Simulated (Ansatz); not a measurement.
System: hcp Ru. Method: LDA (Ansatz, a program for electronic structure, PAW).

Run with plane-wave cutoff 500 eV, 20×14×1 k mesh (along the axes of the cell as run), Fermi–Dirac smearing 0.1 eV, scalar-relativistic PAW data made under PBE.

Task: What does this level give for the surface energy of the (10-10) face and work function of the (10-10) face?

Result: 
- surface energy of the (10-10) face = 3.60 J/m²
- work function of the (10-10) face = 5.15 eV

The slab of 12 atoms is relaxed and unreconstructed.

It cost roughly 30 core-minutes of CPU time.
